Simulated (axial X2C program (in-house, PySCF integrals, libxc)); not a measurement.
Spin–orbit effects along a row: molecules with H (ions), MP2

All values come from calculations with an in-house all-electron X2C program for linear molecules (integrals from PySCF), spin-free (one-electron X2C) or two-component (2c: spin–orbit coupling with atomic mean-field Coulomb and Gaunt terms, which also bring small scalar terms), in Dyall basis sets with cores contracted in-house; open shells are unrestricted.

Basis sets: Al dyall-v3z, Cl dyall-av3z, H dyall-v3z, Mg dyall-cv3z, Na dyall-cv3z, P dyall-v3z, S dyall-av3z, Si dyall-v3z. Frozen shells (counts by l): NaH⁺ Na 1s, H none, 9 electrons correlated; MgH⁺ Mg 2s1p, H none, 2 electrons correlated; AlH⁺ Al 2s1p, H none, 3 electrons correlated; SiH⁺ Si 2s1p, H none, 4 electrons correlated; PH⁺ P 2s1p, H none, 5 electrons correlated; SH⁺ S 2s1p, H none, 6 electrons correlated; HCl⁺ Cl 2s1p, H none, 7 electrons correlated. Where the outer core of a metal is frozen, bonds come out longer and ionisation energies lower. Frozen cores can differ along the series, which adds to the trend.

```csv
molecule,spin-free state,Re (Å),ωe (cm⁻¹),De (eV),2c state,Re 2c (Å),ωe 2c (cm⁻¹),De 2c (eV)
NaH⁺,"M_S = 1/2, Λ = 0",2.590,308.0,0.07,Ω = 1/2,2.590,308.0,0.07
MgH⁺,"M_S = 0, Λ = 0",1.649,1776.0,1.82,Ω = 0,1.649,1775.8,1.82
AlH⁺,"M_S = 1/2, Λ = 0",1.588,1839.0,0.77,Ω = 1/2,1.589,1838.7,0.77
SiH⁺,"M_S = 0, Λ = 0",1.505,2210.9,3.18,Ω = 0,1.505,2210.6,3.16
PH⁺,"M_S = 1/2, Λ = 1",1.423,2446.6,3.20,Ω = 1/2,1.423,2446.1,3.23
SH⁺,"M_S = 1, Λ = 0",1.362,2609.1,3.36,Ω = 1,1.362,2608.5,3.36
HCl⁺,"M_S = 1/2, Λ = 1",1.314,2723.9,4.57,Ω = 3/2,1.315,2723.6,4.57
```

Fragments in 2c: Na+ + H, Mg+ + H, Al+ + H, Si+ + H, P+ + H, S+ + H, Cl+ + H. Each entry is the lowest single determinant of a limited PBE0 search at one distance. De goes to single-determinant-based atoms at the same level (for ions the charge split of lowest energy) and is withheld (n/a) where an atom does not fit its ground term or J level. Main or longest-lived isotopes. One determinant is a doubtful description, or other states lie close, for SH⁺; these need not be ground states, and all values refer to the states named. Some open-shell Ω = 0 determinants are out of reach, so the Ω given for SH⁺ need not be the lowest component. With several unpaired electrons the Ω given is that of one determinant, not necessarily of the lowest component. Some light 2c atoms are not at their ground J level, so De misses part of their lowering (0.04 eV or less).
